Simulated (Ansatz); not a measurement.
Anatase TiO2 (metastable phase) was calculated with LDA in Ansatz (PAW).

Run with plane-wave cutoff 520 eV, 12×12×12 k mesh, Fermi–Dirac smearing 0.01 eV, no spin polarisation, scalar-relativistic PAW data made under PBE.

Energies at three volumes about the minimum:

| V (Å³/atom) | E − E_lowest (meV/atom) |
|---|---|
| 10.798 | 2.68 |
| 11.018 | 0.00 |
| 11.239 | 2.57 |

### Question
Fit a parabola by hand: where is the minimum, and what is the bulk modulus?

### Answer
Slopes: (0.00 − 2.68)/(11.018 − 10.798) = -12.182 and (2.57 − 0.00)/(11.239 − 11.018) = 11.629 meV/Å³. Curvature E″ = 2 × (11.629 − (-12.182))/(11.239 − 10.798) = 107.986 meV/Å⁶. From the middle of the first interval, the slope vanishes at V0 = 10.9080 − (-12.182)/107.986 = 11.021 Å³/atom. B = V0 E″ = 11.021 × 107.986 meV/Å³ × 0.1602 GPa per meV/Å³ = 191 GPa. The full Birch–Murnaghan fit to all volumes gives V0 = 11.018 Å³/atom and B0 = 191 GPa.

Shape and atoms are relaxed at each volume.

Ansatz is a first-principles code.
